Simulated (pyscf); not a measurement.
PySCF, gas phase, ωB97X-D3(BJ)/def2-SVP geometries.

### Question
What is the homolytic dissociation enthalpy (298 K, ωB97M-D3(BJ)/def2-TZVP) of the H–Mo bond of HO–MoH₂(Cl)(Cl)–Cl, to [HO–MoH(Cl)(Cl)–Cl]• + H•?

### Answer
H–Mo to [HO–MoH(Cl)(Cl)–Cl]• + H•: 35.4 kcal/mol. The 7 functionals that were run give +32.1 (M06-2X) to +40.5 kcal/mol (PBE). The radicals are drawn with the spin at the cut bond; how far it spreads was not checked. Other isomers of [HO–MoH(Cl)(Cl)–Cl]• were not searched in full and may lie lower. Open-shell species with a d-block atom are single-reference here; other states, and whether the spin sits on metal or ligand, were not checked. Elements past Kr carry the def2 core potentials, without spin-orbit coupling.
